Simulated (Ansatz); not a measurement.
Basis-set extrapolation for H3OSi (`O[SiH2]`) radical (PBE0-D4/def2-TZVP geometry, frozen core, Ansatz). Multiplicity 2, UHF reference.

|  | def2-TZVPP | def2-QZVPP |
| --- | --- | --- |
| HF | -365.586324 | -365.599690 |
| MP2 correlation | -0.350021 | -0.378228 |
| CCSD(T) correlation | -0.382930 | -0.409069 |

Energies in hartree. Use E(X) = E(∞) + A·exp(−7.88·√X) for Hartree–Fock and E(X) = E(∞) + B·X^(−2.97) for correlation, with X = 3 and 4.

Task: What is the CCSD(T) energy at the basis-set limit?

Result: HF limit: -365.599690 + (-0.013366) × 0.13774 = -365.60153. Correlation limit: -0.409069 + (-0.026139) × 0.74074 = -0.42843. Total: -366.02996 hartree, 38.1 kcal/mol below CCSD(T)/def2-TZVPP.
